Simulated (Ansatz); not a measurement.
A trace of molecular dynamics of AlClFH (4 atoms, charge 0, multiplicity 1).

Level of theory: RKS PBE0/def2-SVP in Ansatz.

```yaml
ensemble: NVT, Nosé–Hoover chain
set_temperature: 300 K
thermostat: time constant 300 fs, chain length 3
seed: 790671
```

| time (fs) | T (K) | potential energy less start (eV) | conserved less start (meV/atom) |
| --- | --- | --- | --- |
| 0 | 300 | 0.000 | 0.00 |
| 2 | 244 | 0.015 | 0.03 |
| 4 | 170 | 0.034 | 0.06 |
| 6 | 180 | 0.031 | 0.03 |
| 8 | 177 | 0.032 | 0.01 |
| 10 | 101 | 0.052 | 0.04 |
| 12 | 47 | 0.066 | 0.06 |
| 14 | 85 | 0.056 | 0.04 |
| 16 | 150 | 0.039 | 0.01 |
| 18 | 138 | 0.042 | 0.02 |
| 20 | 100 | 0.052 | 0.06 |
| 22 | 152 | 0.038 | 0.03 |
| 24 | 215 | 0.022 | 0.00 |
| 26 | 188 | 0.029 | 0.03 |
| 28 | 141 | 0.041 | 0.05 |
| 30 | 164 | 0.036 | 0.04 |
| 32 | 219 | 0.021 | 0.01 |
| 34 | 200 | 0.026 | 0.01 |
| 36 | 121 | 0.047 | 0.06 |
| 38 | 117 | 0.048 | 0.05 |
| 40 | 156 | 0.038 | 0.01 |
| 42 | 117 | 0.048 | 0.02 |
| 44 | 42 | 0.067 | 0.06 |
| 46 | 38 | 0.068 | 0.05 |
| 48 | 103 | 0.051 | 0.02 |
| 50 | 131 | 0.044 | 0.01 |

Task: Is this trajectory sound?

Result: The conserved energy stayed within 0.061 meV per atom of its start (net change 0.011 meV per atom), so the integration is sound. The mean temperature of the second half is 55 % below the set value. A run of 0.05 ps of so small a system gives no equilibrium averages. The time step was 0.5 fs.

Time of the run: 2.1 min on 1 thread of Arm Neoverse V1 (shared host), peak memory 0.097 GiB.
